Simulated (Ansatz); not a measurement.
For rock-salt AgCl, PBE-D3(BJ) (PAW; Ansatz, a quantum-chemistry and plane-wave program) gives:

```
Property                    Value
-------------------  ------------
lattice parameter a       5.511 Å
bulk modulus B0          50.2 GPa
cohesive energy      2.76 eV/atom
band gap                  0.91 eV
```

### Question
What does r²SCAN-D4 (plane waves, PAW; Ansatz) give for the same quantities?

### Answer

- lattice constant a: 5.514 Å (grows by 0.1 %)
- bulk modulus: 53.4 GPa (goes up by 6.4 %)
- cohesive energy: 2.85 eV/atom (grows by 0.09 eV/atom)
- band gap: 1.48 eV (increases by 0.57 eV)

For comparison: lattice constant a 5.546 Å (measured, temperature not stated, not corrected to a static lattice, our sources range from 5.510 to 5.550; as tabulated in Jana et al. (2018), arXiv:1803.03840); bulk modulus 44 GPa (measured, temperature not stated, not corrected to a static lattice, our sources range from 44.0 to 53.5; as tabulated in Toher et al. (2017), arXiv:1611.05714); cohesive energy 2.78 ± 0.03 eV/atom (worked out here from tabulated enthalpies at 298 K, copied from a table, unchecked, brought to a static lattice with a Debye model, atoms in their spin–orbit ground levels; inputs from the CRC Handbook); band gap 3.25 eV (measured, 2 K, zero-point motion not removed, resonant Raman scattering, indirect; as tabulated in Zhang, Jiang, Phys. Rev. B 100, 205123 (2019)).

Changes are worked out from the printed values.

Unless a cell is named, each level is at its own relaxed cell (PBE-D3(BJ) 20.92, r²SCAN-D4 20.96 Å³/atom).

Spin–orbit coupling is included only where a level's name says +SOC; with heavier elements it mostly lowers gaps and can invert bands. Density-functional gaps are differences of (generalised) Kohn–Sham levels.

Ansatz's density-functional and Hartree–Fock values are scalar-relativistic unless marked +SOC, with PAW data made under PBE.
